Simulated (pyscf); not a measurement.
## Four-centre exchange: H₃C–SH + H₂ → H₃C–SH + H₂

Gas phase, singlet surface, charge 0. Bonds broken: S2–H7, H6–H8. Bonds formed: S2–H6, H7–H8. PySCF, gas phase, ωB97X-D3(BJ)/def2-SVP geometries.

Transition state (Å):

```xyz
8

C      0.8719    -1.3124     0.0665
S     -0.0803    -0.0973     1.0329
H      1.0902    -2.2159     0.6538
H      0.2358    -1.5913    -0.7890
H      1.8000    -0.8682    -0.3219
H     -0.2916     0.9840     2.2845
H     -1.4624     0.7812     1.3398
H     -1.2463     1.3436     2.1725
```

One imaginary mode, 2166i cm⁻¹; descent along it reached the two sides named.

```
bond   change  reactant side (Å)  saddle  product side
-----  ------  -----------------  ------  ------------
S2–H7  breaks              1.347   1.666           2.9
H6–H8  breaks              0.762   1.026           3.8
S2–H6   forms                2.9   1.667         1.346
H7–H8   forms                3.9   1.028         0.761
```

Electronic energies relative to the separated reactants (kcal/mol):

```json
[
 {"level": "ωB97X-D3(BJ)/def2-TZVP", "barrier": "80.7", "reaction energy": "0.0", "reverse barrier": "80.7"},
 {"level": "PBE/def2-TZVP", "barrier": "65.4", "reaction energy": "0.0", "reverse barrier": "65.4"},
 {"level": "r²SCAN/def2-TZVP", "barrier": "70.9", "reaction energy": "0.0", "reverse barrier": "70.9"},
 {"level": "B3LYP-D3(BJ)/def2-TZVP", "barrier": "74.9", "reaction energy": "0.0", "reverse barrier": "74.9"},
 {"level": "PBE0-D3(BJ)/def2-TZVP", "barrier": "72.3", "reaction energy": "0.0", "reverse barrier": "72.3"},
 {"level": "M06-2X/def2-TZVP", "barrier": "80.5", "reaction energy": "0.0", "reverse barrier": "80.5"},
 {"level": "ωB97M-D3(BJ)/def2-TZVP", "barrier": "78.4", "reaction energy": "0.0", "reverse barrier": "78.4"},
 {"level": "HF/def2-TZVP", "barrier": "102.6", "reaction energy": "0.0", "reverse barrier": "102.6"}
]
```

With ωB97M-D3(BJ)/def2-TZVP energies and thermal terms (ideal gas, 1 atm, RRHO with modes under 100 cm⁻¹ raised to 100, one conformer, R ln 2 for chiral ones without a mode under 150 cm⁻¹), in kcal/mol:

| T (K) | ΔH‡ | ΔG‡ | ΔH | ΔG |
|---|---|---|---|---|
| 298 | 76.0 | 83.4 | 0.0 | 0.0 |
| 600 | 75.6 | 91.2 | 0.0 | 0.0 |
| 900 | 75.8 | 99.0 | 0.0 | 0.0 |
| 1200 | 76.3 | 106.6 | 0.0 | 0.0 |

The same reactants have a lower exit, to H₂C=S + H₂ + H₂ (barrier +69.1 kcal/mol at ωB97M-D3(BJ)/def2-TZVP, against +78.4 kcal/mol here). This is the saddle that the search found; another between the same sides may lie lower.
